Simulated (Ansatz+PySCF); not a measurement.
## doublet CH: levels of theory in one basis

| atom | x (Å) | y (Å) | z (Å) |
| --- | --- | --- | --- |
| C | 0.0000 | 0.0000 | -0.2745 |
| H | 0.0000 | 0.0000 | 1.6469 |

Basis set: 6-31G (spherical functions). Left uncorrelated: 1 orbital. Correlation on ROHF uses semicanonical orbitals with singles. Charge 0, multiplicity 2.

Computed with Ansatz (development build ahead of 0.2.0) and PySCF 2.14.0; each method stands on the lowest determinant of its kind that the runs found.

| method | E − E(ROHF) (eV) | <S²> of the determinant |
| --- | --- | --- |
| ROHF | 0.00 | – |
| UHF | -1.04 | 1.45 |
| UHF-MP2 | -1.84 | 1.45 |
| ROHF-CCSD | -2.77 | – |
| UHF-CCSD | -2.77 | 1.45 |
| ROHF-CCSD(T) | -2.83 | – |
| UHF-CCSD(T) | -2.82 | 1.45 |
| full CI (lowest root of this spin) | -2.85 | – |

Q: What does ROHF-MP2 give on the same scale?

A: -1.70 eV.

At such a shape the full CI root can have another spatial symmetry than the determinants, so the rows needn't describe one state.

Q: Is a single determinant a sound starting point here?

A: It is doubtful. Unrestricted orbitals lower Hartree–Fock by 1.04 eV and <S²> is 1.45 where a pure state has 0.75, a sign of strong static correlation.

Caution for ROHF, ROHF-MP2, ROHF-CCSD, ROHF-CCSD(T): an unrestricted determinant lies well below. Caution for UHF, UHF-MP2, UHF-CCSD, UHF-CCSD(T): the unrestricted determinant is spin contaminated. Caution for ROHF-MP2, UHF-MP2, ROHF-CCSD, UHF-CCSD, ROHF-CCSD(T), UHF-CCSD(T): large amplitudes, a single reference is doubtful. Caution for ROHF-MP2, UHF-MP2: forces differ strongly between restricted and unrestricted references.
